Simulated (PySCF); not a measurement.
Gas-phase thermal properties of CHCl2F

Method: PySCF energies (xtb for GFN2) plus ideal-gas RRHO corrections (1 bar). Table values come from the NASA 1993 polynomials. 6-31G* has spherical d functions here. All species are closed-shell singlets. B3LYP is the form with VWN-RPA correlation. The harmonic model lacks anharmonicity and excited electronic states, which grow with temperature; levels with a mode under 35 cm⁻¹ are left out. The table's entry may be an old estimate for CHCl2F (not checked at source).

```
level           point group  σ  ZPE (kJ/mol)  S°298 (J/mol/K)  Cp298 (J/mol/K)  S°1000 (J/mol/K)  H1000 − H298 (kJ/mol)
--------------  -----------  -  ------------  ---------------  ---------------  ----------------  ---------------------
table                     -  -             -            293.2             61.1             388.7                   57.7
B3LYP/6-31G*             Cs  1          57.0            293.9             61.1             389.1                   57.5
GFN2-xTB                 Cs  1          51.4            296.7             64.3             395.4                   59.4
HF/6-31G*                Cs  1          62.7            290.5             57.8             382.1                   55.5
PBE/def2-SVP             Cs  1          54.8            294.5             62.0             391.0                   58.2
PBE0/def2-TZVP           Cs  1          57.0            292.9             60.5             387.8                   57.4
```
σ: rotational symmetry number. Electronic degeneracy used: 1. Frequencies are unscaled.
